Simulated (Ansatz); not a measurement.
Geometry optimisation, Ansatz, RKS BLYP/6-31G*.

Input:

```yaml
crystal:
  periodic: [false, false, false]
  atoms:
    - { symbol: Si, position_ang: [0.199495, 0.049562, -0.084368] }
    - { symbol: H, position_ang: [0.080819, 0.019594, 1.383757] }
    - { symbol: H, position_ang: [1.644289, -0.09231, -0.446155] }
    - { symbol: H, position_ang: [-0.332918, 1.324521, -0.633949] }
    - { symbol: F, position_ang: [-0.573703, -1.242376, -0.711273] }
    - { symbol: S, position_ang: [-2.91803, 0.118901, 1.206102] }
    - { symbol: H, position_ang: [-2.814497, -0.974024, 0.402564] }
    - { symbol: H, position_ang: [-1.720955, -0.182668, 1.831022] }
basis:
  gaussian: { orbitals: "6-31G*" }
hamiltonian:
  xc: blyp
relax:
  f_tol: 0.03
  max_steps: 50
```

Command:

```bash
$ ansatz run input.yaml --threads 1 --pin off --max-ram 2048MiB --backend cpu --events-out ev --progress --plain --runs-dir out
```

**Question.** Where does it end, and by what steps?

**Answer.** The forces met the threshold. The force dipped under the threshold on the way, but the program's further checks kept it going. After 20 steps the energy has fallen by 0.262 eV; H8 moved furthest, 2.08 Å.

```json
{"step": "0", "energy less start (eV)": "0.0000", "largest force component (eV/Å)": "0.688", "accepted": "yes"}
{"step": "1", "energy less start (eV)": "-0.1438", "largest force component (eV/Å)": "0.309", "accepted": "yes"}
{"step": "2", "energy less start (eV)": "-0.1928", "largest force component (eV/Å)": "0.119", "accepted": "yes"}
{"step": "3", "energy less start (eV)": "-0.2069", "largest force component (eV/Å)": "0.196", "accepted": "yes"}
{"step": "4", "energy less start (eV)": "-0.2191", "largest force component (eV/Å)": "0.349", "accepted": "yes"}
{"step": "5", "energy less start (eV)": "-0.2332", "largest force component (eV/Å)": "0.052", "accepted": "yes"}
{"step": "6", "energy less start (eV)": "-0.2331", "largest force component (eV/Å)": "0.476", "accepted": "no"}
{"step": "7", "energy less start (eV)": "-0.2414", "largest force component (eV/Å)": "0.100", "accepted": "yes"}
{"step": "8", "energy less start (eV)": "-0.2462", "largest force component (eV/Å)": "0.142", "accepted": "yes"}
{"step": "9", "energy less start (eV)": "-0.2502", "largest force component (eV/Å)": "0.164", "accepted": "yes"}
{"step": "10", "energy less start (eV)": "-0.2537", "largest force component (eV/Å)": "0.154", "accepted": "yes"}
{"step": "11", "energy less start (eV)": "-0.2562", "largest force component (eV/Å)": "0.144", "accepted": "yes"}
{"step": "12", "energy less start (eV)": "-0.2580", "largest force component (eV/Å)": "0.123", "accepted": "yes"}
{"step": "13", "energy less start (eV)": "-0.2595", "largest force component (eV/Å)": "0.093", "accepted": "yes"}
{"step": "14", "energy less start (eV)": "-0.2604", "largest force component (eV/Å)": "0.078", "accepted": "yes"}
{"step": "15", "energy less start (eV)": "-0.2609", "largest force component (eV/Å)": "0.087", "accepted": "yes"}
{"step": "16", "energy less start (eV)": "-0.2613", "largest force component (eV/Å)": "0.061", "accepted": "yes"}
{"step": "17", "energy less start (eV)": "-0.2617", "largest force component (eV/Å)": "0.028", "accepted": "yes"}
{"step": "18", "energy less start (eV)": "-0.2619", "largest force component (eV/Å)": "0.012", "accepted": "yes"}
{"step": "19", "energy less start (eV)": "-0.2620", "largest force component (eV/Å)": "0.047", "accepted": "yes"}
{"step": "20", "energy less start (eV)": "-0.2621", "largest force component (eV/Å)": "0.017", "accepted": "yes"}
```

```xyz
8
Properties=species:S:1:pos:R:3
Si 0.744 0.195 -0.315
H 1.277 0.570 1.030
H 1.786 -0.551 -1.085
H 0.334 1.421 -1.065
F -0.558 -0.777 -0.122
S -3.830 -0.259 1.333
H -2.653 -0.585 0.729
H -3.535 -0.994 2.442
```

Run time: 41 s on 1 thread of Arm Neoverse V1, on a shared host, peak memory 0.12 GiB.
